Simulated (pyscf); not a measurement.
Structures and frequencies: ωB97X-D3(BJ)/def2-SVP in PySCF. MP2 and CC: frozen core, UHF for open shells. ΔMP2 is the change of the MP2 total energy from the triple- to the quadruple-zeta basis.

### Question
What is the homolytic dissociation enthalpy (298 K, CCSD(T)/def2-TZVPP + ΔMP2(QZVPP)) of the Ge–S bond of `[SH][GeH]([Cl])[Cl]`, to SH• + Cl–GeH•–Cl?

### Answer
Ge–S to SH• + Cl–GeH•–Cl: 3.41 eV. The CCSD(T) − MP2 part came from Ansatz, without density fitting, on the same reference. The frozen core leaves the outer d or s,p core shells of the metals and heavy elements correlated in the MP2 and CC values, and def2-TZVPP describes them poorly, which can shift differences by a few kcal/mol. Left out: the spin-orbit lowering of SH. Elements up to Kr have no core potential and no relativistic terms here.
